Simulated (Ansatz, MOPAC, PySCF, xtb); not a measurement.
Potential energy surface of H2N, doublet: symmetric bend, bond length relaxed. Scanned: H-N-H angle. Other coordinates (N-H bond length) were minimised at PBE0/def2-TZVP.

Methods: UKS-B3LYP/6-311+G** = unrestricted B3LYP/6-311+G**, spherical d in PySCF; GFN1-xTB (xtb); AM1, unrestricted, heats of formation (MOPAC); CCSD(T)/aug-cc-pVQZ = CCSD(T) on UHF/aug-cc-pVQZ, frozen core (Ansatz, an electronic-structure program).

Energies relative to the lowest point of each profile, in kJ/mol; the last columns give the difference from CCSD(T):

| a / ° | UKS-B3LYP/6-311+G** | GFN1-xTB | AM1 | CCSD(T)/aug-cc-pVQZ | UKS-B3LYP/6-311+G** − CCSD(T)/aug-cc-pVQZ | GFN1-xTB − CCSD(T)/aug-cc-pVQZ | AM1 − CCSD(T)/aug-cc-pVQZ |
|---|---|---|---|---|---|---|---|
| 180 | 128.5 | 94.6 | 139.8 | 139.8 | -11.3 | -45.2 | 0.0 |
| 169.60 | 122.8 | 91.3 | 132.8 | 133.3 | -10.4 | -42.0 | -0.5 |
| 161.60 | 111.4 | 83.0 | 118.6 | 120.3 | -8.9 | -37.3 | -1.6 |
| 153.60 | 95.0 | 69.6 | 98.6 | 101.9 | -6.9 | -32.4 | -3.3 |
| 145.60 | 75.4 | 53.5 | 75.3 | 80.3 | -5.0 | -26.8 | -5.1 |
| 137.60 | 54.6 | 36.9 | 51.5 | 57.9 | -3.3 | -21.0 | -6.4 |
| 129.60 | 34.8 | 21.7 | 30.0 | 36.7 | -1.9 | -15.1 | -6.8 |
| 121.60 | 18.0 | 9.5 | 13.1 | 18.9 | -1.0 | -9.5 | -5.9 |
| 113.60 | 5.9 | 1.8 | 2.6 | 6.2 | -0.3 | -4.5 | -3.7 |
| 105.60 | 0.0 | 0.0 | 0.0 | 0.0 | 0.0 | 0.0 | 0.0 |
| 97.60 | 1.5 | 5.4 | 6.3 | 1.4 | 0.1 | 4.0 | 4.9 |
| 89.60 | 11.4 | 19.2 | 22.4 | 11.5 | -0.1 | 7.8 | 10.9 |
| 81.60 | 30.7 | 42.7 | 48.5 | 30.9 | -0.2 | 11.8 | 17.6 |
| 73.60 | 60.1 | 77.1 | 84.6 | 60.3 | -0.3 | 16.8 | 24.3 |
| 65.60 | 100.0 | 123.6 | 130.8 | 100.1 | -0.1 | 23.5 | 30.7 |
| 60 | 134.4 | 163.8 | 169.2 | 134.4 | 0.0 | 29.5 | 34.8 |

UKS-B3LYP/6-311+G** is furthest from CCSD(T)/aug-cc-pVQZ at 180 (-11.3 kJ/mol, below); its mean absolute difference over the points is 3.1 kJ/mol.

GFN1-xTB is furthest from CCSD(T)/aug-cc-pVQZ at 180 (-45.2 kJ/mol, below); its mean absolute difference over the points is 20.4 kJ/mol.

AM1 is furthest from CCSD(T)/aug-cc-pVQZ at 60 (34.8 kJ/mol, above); its mean absolute difference over the points is 9.8 kJ/mol.
